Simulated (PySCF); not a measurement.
Functional benchmark on one molecule

Molecule: SMILES C1CCCCC1, C6H12.

Geometry:
```json
{"atom": "C1", "x (Å)": "-0.682", "y (Å)": "1.122", "z (Å)": "-0.672"}
{"atom": "C2", "x (Å)": "0.743", "y (Å)": "1.265", "z (Å)": "-0.146"}
{"atom": "C3", "x (Å)": "1.468", "y (Å)": "-0.078", "z (Å)": "-0.115"}
{"atom": "C4", "x (Å)": "0.682", "y (Å)": "-1.122", "z (Å)": "0.672"}
{"atom": "C5", "x (Å)": "-0.743", "y (Å)": "-1.265", "z (Å)": "0.146"}
{"atom": "C6", "x (Å)": "-1.468", "y (Å)": "0.078", "z (Å)": "0.115"}
{"atom": "H7", "x (Å)": "-0.646", "y (Å)": "0.821", "z (Å)": "-1.736"}
{"atom": "H8", "x (Å)": "-1.200", "y (Å)": "2.093", "z (Å)": "-0.644"}
{"atom": "H9", "x (Å)": "1.306", "y (Å)": "1.990", "z (Å)": "-0.756"}
{"atom": "H10", "x (Å)": "0.711", "y (Å)": "1.682", "z (Å)": "0.877"}
{"atom": "H11", "x (Å)": "1.608", "y (Å)": "-0.437", "z (Å)": "-1.151"}
{"atom": "H12", "x (Å)": "2.478", "y (Å)": "0.042", "z (Å)": "0.309"}
{"atom": "H13", "x (Å)": "1.200", "y (Å)": "-2.093", "z (Å)": "0.644"}
{"atom": "H14", "x (Å)": "0.646", "y (Å)": "-0.821", "z (Å)": "1.736"}
{"atom": "H15", "x (Å)": "-1.306", "y (Å)": "-1.990", "z (Å)": "0.756"}
{"atom": "H16", "x (Å)": "-0.711", "y (Å)": "-1.682", "z (Å)": "-0.877"}
{"atom": "H17", "x (Å)": "-1.608", "y (Å)": "0.437", "z (Å)": "1.151"}
{"atom": "H18", "x (Å)": "-2.478", "y (Å)": "-0.042", "z (Å)": "-0.309"}
```

Geometry PBE0-D3(BJ)/def2-SVP throughout; GIAO in PySCF, gas phase, one conformer, non-relativistic; equivalent atoms averaged; basis pcSseg-1.

Reference values (measured; solution, CD3OD, 298 K; Fulmer et al., Organometallics 2010, 29, 2176): δ(C1/C2/C3/C4/C5/C6) = 28.0 ppm. Computed shifts are taken against TMS, calculated as an isolated molecule at each level.

How do the functionals HF, LDA, PBE, BLYP, BP86, OPBE, KT2, KT3, B97-D, B3LYP, PBE0, mPW1PW91, WP04, B97-2, BHandHLYP, CAM-B3LYP, wB97X-D, LC-wPBE perform against the reference? Times are CPU seconds on shared hosts with different chips, so compare them loosely.

Answers


```csv
functional,kind,C1/C2/C3/C4/C5/C6,abs. error C,core-s
HF,Hartree–Fock,25.5,2.5,9.4
LDA,LDA,30.8,2.8,21
PBE,GGA,31.2,3.2,28
BLYP,GGA,32.8,4.8,27
BP86,GGA,31.0,3.0,27
OPBE,GGA,29.0,1.0,27
KT2,GGA,30.9,2.9,24
KT3,GGA,30.9,2.9,21
B97-D,GGA,31.0,3.0,25
B3LYP,global hybrid,30.5,2.5,19
PBE0,global hybrid,28.7,0.7,28
mPW1PW91,global hybrid,28.6,0.6,16
WP04,global hybrid,30.2,2.2,29
B97-2,global hybrid,29.2,1.2,27
BHandHLYP,global hybrid,28.6,0.6,27
CAM-B3LYP,range-separated hybrid,29.1,1.1,36
wB97X-D,range-separated hybrid,28.2,0.2,36
LC-wPBE,range-separated hybrid,25.9,2.1,50
```

For ¹³C the closest is wB97X-D (0.2 ppm) and the furthest BLYP (4.8 ppm). One molecule is a small sample, and vibrational and solvent effects are absent from the calculation.
